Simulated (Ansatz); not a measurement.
A calculation with Ansatz (development build ahead of 0.2.0).

```yaml
crystal:
  periodic: [false, false, false]
  atoms:
    - { symbol: C, position_ang: [0.0, 0.0, -0.4906] }
    - { symbol: O, position_ang: [0.0, 0.0, 0.4906] }
basis:
  gaussian: { orbitals: cc-pVTZ }
total_charge: 1
magnetization:
  spin_polarized: true
  initial_magnetization: 1
hamiltonian:
  xc: hf
correlation:
  method: bccd_t
  frozen_orbitals: { C: 1, O: 1 }
```

The input is written out in the form of the current development build from the run's settings.

Results

```
Converged                               : yes
Reference energy (starting determinant) : -112.26242 hartree
Correlation energy                      : -0.31858 hartree
Total energy                            : -112.58100 hartree
```
